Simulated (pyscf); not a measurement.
## Hydrogen abstraction: O=O (SMILES O=O) [triplet] + •H₂C–CH₃ (SMILES [CH2]C) -> •O–OH (SMILES [O]O) + H₂C=CH₂ (SMILES C=C)

Gas phase, doublet surface, charge 0. Bonds broken: C4–H5. Bonds formed: O1–H5. Structures and frequencies: ωB97X-D3(BJ)/def2-SVP in PySCF.

Transition state (Å):

```xyz
9

O      1.5148    -0.0571    -0.8041
O      0.9481     0.1107    -1.8909
C     -1.0750    -0.3385     1.4691
C     -0.4978     0.6328     0.6395
H      0.5970     0.2061     0.1715
H     -0.9750    -0.2957     2.5581
H     -1.5694    -1.2197     1.0480
H     -0.9032     0.7390    -0.3849
H     -0.2050     1.5819     1.1100
```

One imaginary mode, 2385i cm⁻¹; descent along it reached the two sides named, in the forms told below.

| bond | change | reactant side (Å) | saddle | product side |
|---|---|---|---|---|
| C4–H5 | breaks | 1.110 | 1.265 | 2.312 |
| O1–H5 | forms | 2.9 | 1.365 | 0.985 |

Electronic energies relative to the separated reactants (kcal/mol):

| level | barrier | reaction energy | reverse barrier |
|---|---|---|---|
| ωB97X-D3(BJ)/def2-TZVP | 19.8 | -9.0 | 28.8 |
| PBE/def2-TZVP | 0.3 | -9.7 | 10.0 |
| r²SCAN/def2-TZVP | 8.8 | -3.6 | 12.3 |
| B3LYP-D3(BJ)/def2-TZVP | 10.2 | -10.6 | 20.8 |
| PBE0-D3(BJ)/def2-TZVP | 12.8 | -6.9 | 19.6 |
| M06-2X/def2-TZVP | 18.0 | -11.4 | 29.4 |
| ωB97M-D3(BJ)/def2-TZVP | 17.8 | -12.6 | 30.4 |
| HF/def2-TZVP | 43.1 | +3.6 | 39.5 |

With ωB97M-D3(BJ)/def2-TZVP energies and thermal terms (ideal gas, 1 atm, RRHO with modes under 100 cm⁻¹ raised to 100, one conformer, R ln 2 for rigid chiral ones), in kcal/mol:

```json
[
 {"T (K)": "298", "ΔH‡": "16.0", "ΔG‡": "26.3", "ΔH": "-11.5", "ΔG": "-10.5"},
 {"T (K)": "600", "ΔH‡": "16.2", "ΔG‡": "36.7", "ΔH": "-11.9", "ΔG": "-9.3"},
 {"T (K)": "900", "ΔH‡": "16.7", "ΔG‡": "46.8", "ΔH": "-12.3", "ΔG": "-7.9"},
 {"T (K)": "1200", "ΔH‡": "17.3", "ΔG‡": "56.8", "ΔH": "-12.8", "ΔG": "-6.4"}
]
```

On the product side the descent ends in a complex, 5.4 kcal/mol under the separated species and 34.2 kcal/mol under the saddle at ωB97X-D3(BJ)/def2-TZVP. This is the saddle that the search found; another between the same sides may lie lower. The angle at the transferred H is 156°. An unrestricted DFT solution here is markedly spin-contaminated.
